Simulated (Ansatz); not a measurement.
# SiHCl (triplet): wave-function methods side by side at distance Cl1–H2 along a hydrogen transfer = 1.189 Å, 6-31G

Aim: climb from Hartree-Fock through coupled cluster and multireference methods for SiHCl (triplet) at one geometry and basis, and see what each rung misses.

The runs use Ansatz 0.2.0, Gaussian basis; 6-31G, core rule «outside noble gas», up to 10 orbitals frozen.

Plan: UHF; CCSD(T) on ROHF; CCSD(T) on UHF; BCCD(T) on ROHF; CISD; CCSDT(Q) on ROHF; CCSDT(Q) on UHF; CCSDTQ on ROHF; CCSDTQ on UHF; CASSCF and MRCISD+Q, 4 electrons in 4 orbitals; CASSCF and NEVPT2, 4 electrons in 4 orbitals; CASSCF and MRCISD+Q, 12 electrons in 9 orbitals; CASSCF and MRCISD+Q(relaxed), 12 electrons in 9 orbitals; CASSCF and NEVPT2, 12 electrons in 9 orbitals; Full CI.

## (1) The geometry

The geometry derives from fragments relaxed apart (PBE0/def2-TZVP) and kept rigid, so it is no stationary point. A hydrogen atom is moved between rigid fragments.

3 atoms, charge 0, spin multiplicity 3.

Atoms are counted from 1 here; the program's logs count them from 0.

Bond lengths: Cl1–H2 1.189 Å.

## (2) UHF

in.yaml reads:

```yaml
crystal:
  periodic: [false, false, false]
  atoms:
    - {symbol: Cl, position_ang: [0.000000, 0.000000, -1.433667]}
    - {symbol: H, position_ang: [0.000000, 0.000000, -0.244667]}
    - {symbol: Si, position_ang: [0.000000, 0.000000, 1.678333]}
basis:
  gaussian: {orbitals: 6-31G}
magnetization: {spin_polarized: true, initial_magnetization: 2}
hamiltonian: {xc: hf}
output: {orbitals: {seedname: orbitals}}
```

Run with:

```sh
> ansatz run in.yaml --threads 1 --pin off --events-out ev --progress --plain --max-ram 3968MiB --backend cpu
```

After this run come: CCSD(T) on ROHF; CCSD(T) on UHF; BCCD(T) on ROHF; CISD; CCSDT(Q) on ROHF; CCSDT(Q) on UHF; CCSDTQ on ROHF; CCSDTQ on UHF; CASSCF and MRCISD+Q, 4 electrons in 4 orbitals; CASSCF and NEVPT2, 4 electrons in 4 orbitals; CASSCF and MRCISD+Q, 12 electrons in 9 orbitals; CASSCF and MRCISD+Q(relaxed), 12 electrons in 9 orbitals; CASSCF and NEVPT2, 12 electrons in 9 orbitals; Full CI.

Q: Predict the results of all the runs planned. Wanted: FCI below the RHF energy; RMP2 from FCI; UMP2 from FCI; RCCSD from FCI; RCCSD(T) from FCI; UCCSD(T) from FCI; RCCSDT(Q) from FCI; UCCSDT(Q) from FCI; NEVPT2 pair from FCI.

The runs gave:

| quantity | value |
| --- | --- |
| FCI below the RHF energy | -2.3108 eV |
| RMP2 from FCI | +12.03 kcal/mol |
| UMP2 from FCI | +11.85 kcal/mol |
| RCCSD from FCI | +0.72 kcal/mol |
| RCCSD(T) from FCI | +0.16 kcal/mol |
| UCCSD(T) from FCI | +0.15 kcal/mol |
| RCCSDT(Q) from FCI | 0.00 kcal/mol |
| UCCSDT(Q) from FCI | 0.00 kcal/mol |
| NEVPT2 pair from FCI | +11.20 kcal/mol |
| MRCISD+Q pair from FCI | +0.10 kcal/mol |
| NEVPT2 valence from FCI | +9.16 kcal/mol |
| levels within 1 kcal/mol (43 meV) | RCCSD, UCCSD, RCCSD(T), UCCSD(T), BCCD(T), RCCSDT, UCCSDT, RCCSDT(Q), UCCSDT(Q), RCCSDTQ, UCCSDTQ, MRCISD+Q pair, MRCISD+Q valence, MRCISD+Q(relaxed) valence |
| T1 diagnostic | 0.013 |
| effectively unpaired electrons | 2.03 |

**Reading.** RCCSD(T) lands +0.16 kcal/mol from the yardstick (0.3 % of the correlation energy). One determinant dominates. Of the multireference levels listed MRCISD+Q pair comes nearest in total energy (+0.10 kcal/mol), which doesn't show that its space is the better one. These misses are within one basis, not against nature; the frozen cores of restricted and unrestricted runs differ, which can shift their rows.
